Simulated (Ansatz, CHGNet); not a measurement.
For antifluorite Mg₂Sn, the machine-learned potential CHGNet 0.3.0 (trained on PBE and PBE+U data) gives:

- equilibrium lattice constant a: 6.813 Å
- enthalpy of formation: -0.161 eV/atom

What does HSE06 in Ansatz (PAW) give for the same quantities?


- lattice constant a: 6.766 Å (decreases by 0.7 %)
- formation enthalpy: -0.276 eV/atom (moves by -0.115 eV/atom)

For comparison: lattice constant a 6.766 Å (measured, temperature not stated, no zero-point or thermal correction; as tabulated in Freccero, Grin, Wagner, Dalton Trans. (2023), ESI).

Changes are worked out from the printed values.

Unless a cell is named, each level is at its own relaxed cell (CHGNet 0.3.0 26.36, HSE06 25.81 Å³/atom).

Levels without +SOC leave out spin–orbit coupling, which shifts energies and cells of such heavy elements.

Caveats: exact exchange on metals is sensitive to the k mesh and can open a false gap (HSE06). Ansatz's density-functional and Hartree–Fock values are scalar-relativistic unless marked +SOC, with PAW data made under PBE.

Ansatz is a first-principles code.
